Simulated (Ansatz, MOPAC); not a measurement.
Process, species as SMILES: [Se]=C=[Se] + 4 [H][H] (H2) -> C (CH4) + 2 [SeH2] (H2Se)

Wanted: energy of full hydrogenation (enthalpy at 298 K), in kcal/mol. Set-up: no dispersion term unless named; six Cartesian d functions in 6-31G* and its kin unless marked 5d; non-relativistic; spin-orbit terms left out. Ab initio and DFT rows: single points at B3LYP-D3(BJ) geometries (Ansatz, a program for electronic structure), with unscaled harmonic terms from B3LYP/6-31G* (LANL2DZ past Ar) (Ansatz) at its own minima. Semi-empirical rows: MOPAC heats of formation at their own minima for 298 K.

```
species        coefficient  E at B3LYP/6-31G* (Ansatz), Eh  E at PBE/def2-TZVPD (Ansatz), Eh  H(298 K) - E, kcal/mol  heat of formation at PM6 (MOPAC), kcal/mol
-------------  -----------  ------------------------------  --------------------------------  ----------------------  ------------------------------------------
[Se]=C=[Se]             -1                     -4840.68326                       -4840.45615                    6.01                                       46.92
[H][H] (H2)             -4                        -1.17549                          -1.16589                    8.44                                      -25.73
C (CH4)                 +1                       -40.51834                         -40.46301                   30.76                                      -12.29
[SeH2] (H2Se)           +2                     -2402.48950                       -2402.38404                   10.47                                       -2.81
```

 1 Eh = 627.5095 kcal/mol.

**Question.** Compute it at each level from the table.

**Answer.** 
- B3LYP/6-31G*: the sum of coefficient times E is -0.11212 Eh, or -70.36 kcal/mol; the thermal terms add 11.93. Result: -58.4 kcal/mol.
- PBE/def2-TZVPD: the sum of coefficient times E is -0.11138 Eh, or -69.89 kcal/mol; the thermal terms add 11.93. Result: -58.0 kcal/mol.
- PM6: the sum of coefficient times heat of formation is 38.09 kcal/mol; it needs no thermal term.
